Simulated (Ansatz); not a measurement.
Program: Ansatz. Geometries: PBE0-D4/def2-TZVP. ΔE: electronic, gas phase. CCSD(T)/CBS adds triple-zeta CCSD(T) − MP2 to the extrapolated MP2 energy (def2 sets, frozen cores). Double bonds are as drawn, so ΔE can hold a change between cis and trans. Functionals use def2-TZVPP. B3LYP here is the variant with VWN-RPA as its local correlation; programs differ in this. HSE06 is defined as in plane-wave codes. Each species was taken in one conformer, which may not be the lowest.

Reaction (substitution at a C–C bond): `CC(F)(Cl)Cl` + `C/N=C\N` → `C/N=C/NC` + `FC(Cl)Cl`

```
             level  ΔE (kJ/mol)  difference from CCSD(T)/CBS
            PBE-D4         35.9                         -8.0
         revPBE-D4         36.1                         -7.8
           PBE0-D4         37.4                         -6.5
          B3LYP-D4         34.9                         -9.0
        r2SCAN0-D4         42.1                         -1.8
          HSE06-D4         37.2                         -6.7
      CAM-B3LYP-D4         36.3                         -7.6
            revPBE         31.0                        -12.9
           r2SCAN0         41.8                         -2.1
         CAM-B3LYP         34.7                         -9.2
           LC-ωPBE         38.3                         -5.6
      MP2/def2-SVP         41.3                         -2.6
CCSD(T)/def2-TZVPP         41.3                         -2.6
     HF/def2-QZVPP         30.8                        -13.1
     MP2/CBS(def2)         47.0                          3.1
    CCSD/CBS(def2)         42.2                         -1.7
       CCSD(T)/CBS         43.9                            0
```

Largest T1 diagnostic among the species: 0.013.

At CCSD(T), def2-SVP lies −6.1 kJ/mol from the extrapolated value and def2-TZVPP −2.6 kJ/mol. In def2-TZVPP, CCSD(T) changes the Hartree–Fock value by +10.0 kJ/mol (the triples alone add +1.7 kJ/mol) and MP2 by +13.2 kJ/mol.
